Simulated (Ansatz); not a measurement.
Task: a short molecular-dynamics run of C₂H₃NS, SMILES NC1=CS1, with the Ansatz DFT code, driven from Python. Give the script and its output. Level of theory (for the species named): PBE, 6-31G* basis, multiplicity 1.

```xyz
7

N    -0.4112    1.0305   -0.4067
C    -0.0009   -0.1574   -0.2146
C     0.7497   -0.9338    0.4617
S    -0.0562   -1.7623   -0.6969
H    -1.3959    1.0764   -0.8260
H    -0.3496    1.7119    0.3755
H     1.5254   -1.0335    1.2613
```

`c2h3ns_md.py`
```python
'''A short Born-Oppenheimer trajectory of C2H3NS.'''

from dataclasses import dataclass

import ansatz
from ase import Atoms
import numpy as np


@dataclass
class Options:
    basis: str = '6-31G*'
    functional: str = 'pbe'
    n_steps: int = 30
    temperature_k: int = 200


cfg = Options()

atoms = Atoms(['N', 'C', 'C', 'S', 'H', 'H', 'H'], positions=[
    (-0.4112, 1.0305, -0.4067),
    (-0.0009, -0.1574, -0.2146),
    (0.7497, -0.9338, 0.4617),
    (-0.0562, -1.7623, -0.6969),
    (-1.3959, 1.0764, -0.826),
    (-0.3496, 1.7119, 0.3755),
    (1.5254, -1.0335, 1.2613),
])
mol = ansatz.Crystal.molecule_from_ase(atoms)

calc = (
    mol.calculation()
    .basis(gaussian=cfg.basis)
    .functional(cfg.functional)
)
symbols = [site.symbol for site in mol.cartesian_sites]
start = np.array([site.position_ang for site in mol.cartesian_sites], dtype=float)
data = calc.relax(force_tolerance=0.02).run(threads=1).report
end = np.array(data['positions_ang'])
minimum = ansatz.Crystal.molecule()
for symbol, place in zip(symbols, end):
    minimum = minimum.atom(symbol, place.tolist())

# dynamics from the relaxed geometry
calc = (
    minimum.calculation()
    .basis(gaussian=cfg.basis)
    .functional(cfg.functional)
    .md('nvt_nose_hoover', timestep=0.5, steps=cfg.n_steps, temperature=cfg.temperature_k, initial_velocities='maxwell_boltzmann', seed=66, thermostat_time=20)
)
frames = []
result = calc.session().plan().execute(on_event=lambda e: frames.append(e['data']) if e['event'] == 'md_step' else None)
print('t (fs)   E_pot (eV)      E_kin (eV)   T (K)   d(0-1) (A)')
for f in frames[::2]:
    xyz = np.array(f['positions_ang'])
    print(f'{f["time_fs"]:6.2f} {f["lagrangian_ev"]:14.5f} {f["e_kin_ev"]:10.5f} {f["temperature_k"]:8.1f} {np.linalg.norm(xyz[0] - xyz[1]):9.4f}')
kept = np.array([f['conserved_ev'] for f in frames])
print(f'conserved energy moves by at most {1000 * np.ptp(kept):.3f} meV')
```

```console
$ python c2h3ns_md.py
t (fs)   E_pot (eV)      E_kin (eV)   T (K)   d(0-1) (A)
  0.00   -14435.90439    0.12926    200.0    1.3601
  1.00   -14435.89499    0.12006    185.8    1.3623
  2.00   -14435.87733    0.10272    158.9    1.3643
  3.00   -14435.86783    0.09340    144.5    1.3661
  4.00   -14435.86895    0.09456    146.3    1.3673
  5.00   -14435.86820    0.09404    145.5    1.3675
  6.00   -14435.85636    0.08287    128.2    1.3665
  7.00   -14435.84276    0.07011    108.5    1.3641
  8.00   -14435.84215    0.07009    108.5    1.3603
  9.00   -14435.84932    0.07786    120.5    1.3557
 10.00   -14435.84618    0.07583    117.3    1.3509
 11.00   -14435.82990    0.06102     94.4    1.3467
 12.00   -14435.81617    0.04860     75.2    1.3439
 13.00   -14435.81784    0.05136     79.5    1.3428
 14.00   -14435.82914    0.06396     99.0    1.3436
 15.00   -14435.83267    0.06951    107.5    1.3458
conserved energy moves by at most 0.607 meV
```

What to keep in mind:
- Total energies depend on the basis set; only differences at equal settings carry meaning.
- The trajectory is only some femtoseconds long, so its temperature is not equilibrated; where the script doesn't relax first, it starts from a rough generated geometry.
- The temperature counts the internal degrees of freedom alone.
- Wall time of the script: 44 s on 1 thread of INTEL(R) XEON(R) PLATINUM 8581C CPU @ 2.10GHz (Emerald Rapids) (shared host), peak memory 0.22 GiB.
